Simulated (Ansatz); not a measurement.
Cost and result for the atomization energy of C2H2F2, SMILES `C=C(F)F` (6 atoms, 5 bonds).

Total charge 0; spin multiplicity 1. The structure was optimised at the PBE0-D4/def2-TZVP level. Program: Ansatz. All runs use 2 threads of a server CPU on a shared host. Times are those of one run each, without the atoms' runs, and a repeat can differ threefold. Electronic energies, without spin–orbit coupling; frozen cores. CCSD(T)/CBS adds CCSD(T) − MP2 in def2-TZVPP to the MP2 limit, and its time is that of the two runs behind it. T1 = 0.012. HSE06 is the plane-wave form, built on full-range PBE exchange.

CCSD(T)/CBS is a level of theory with its own doubt, some kJ/mol a heavy atom from the limit and from the frozen cores, so smaller differences don't rank the functionals.

```csv
level,functions,wall time,atomization (kJ/mol),difference from CCSD(T)/CBS,per bond
revPBE-D4/def2-TZVPP,152,1.9 s,2474.1,28.4,5.7
CCSD(T)/def2-SVP,66,2.4 s,2337.3,-108.4,-21.7
BHLYP-D4/def2-TZVPP,152,2.9 s,2331.0,-114.7,-22.9
HSE06-D4/def2-TZVPP,152,3.1 s,2477.9,32.2,6.4
CAM-B3LYP-D4/def2-TZVPP,152,3.2 s,2469.9,24.2,4.8
r2SCAN-D4/def2-TZVPP (with forces),152,3.8 s,2471.6,25.9,5.2
r2SCANh-D4/def2-TZVPP,152,4 s,2443.1,-2.6,-0.5
B2PLYP/def2-TZVPP,152,4.7 s,2431.5,-14.2,-2.8
B97M-V/def2-TZVPP,152,5 s,2458.6,12.9,2.6
ωB97M-V/def2-TZVPP (with forces),152,8 s,2462.4,16.7,3.3
MP2/def2-QZVPP,288,14 s,2503.4,57.7,11.6
CCSD(T)/def2-TZVPP,152,29 s,2382.0,-63.7,-12.7
CCSD(T)/CBS(def2),–,43 s,2445.7,0.0,0.0
```

From PBE to PBE0 (25 % exact exchange), in def2-TZVPP and without D4, the atomization energy moves by −86.9 kJ/mol: exact exchange takes away binding that semilocal exchange gives to molecules. At CCSD(T), def2-SVP lies −108.3 kJ/mol from the extrapolated value and def2-TZVPP −63.6 kJ/mol: correlation converges slowly with the basis, and small sets miss more of it in the bonded molecule than in its fragments. In def2-TZVPP, CCSD(T) changes the Hartree–Fock value by +658.9 kJ/mol (the triples alone add +48.9 kJ/mol) and MP2 by +742.6 kJ/mol; breaking electron pairs costs correlation energy, which Hartree–Fock lacks.
